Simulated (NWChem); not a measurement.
**Polarisability of disilane (H6Si2)**

```
Si
H 1 1.5056
H 1 1.5056 2 108.64
H 1 1.5056 2 108.64 3 118.01
Si 1 2.3541 2 110.29 3 -120.99
H 5 1.5056 1 110.29 2 180.00
H 5 1.5056 6 108.64 1 120.99
H 5 1.5056 6 108.64 7 118.01
```
Charge 0, spin multiplicity 1.

The numbers come from NWChem runs, not from measurements. The geometry was optimised at PBE/def2-SVP, a minimum by its harmonic frequencies.

Basis set: 6-31G*. The field's frequency is 0.0428 Ha (1065 nm). This basis has no diffuse functions, which lowers polarisabilities.

The correlated methods keep 10 core orbitals frozen. B3LYP has NWChem's definition, with VWN1-RPA local correlation. The Pople sets run with spherical d functions. Coupled-cluster values serve here as a point of comparison, not as the truth.

```json
[
 {"method": "PBE", "isotropic polarisability (bohr³)": "52.43"},
 {"method": "B3LYP", "isotropic polarisability (bohr³)": "?"},
 {"method": "CCSD linear response", "isotropic polarisability (bohr³)": "?"},
 {"method": "PBE0", "isotropic polarisability (bohr³)": "?"},
 {"method": "HF", "isotropic polarisability (bohr³)": "?"}
]
```

Problem. Some entries are withheld; supply them.

Solution. 
- B3LYP, isotropic polarisability (bohr³): 50.71
- CCSD linear response, isotropic polarisability (bohr³): 49.74
- PBE0, isotropic polarisability (bohr³): 51.14
- HF, isotropic polarisability (bohr³): 47.48
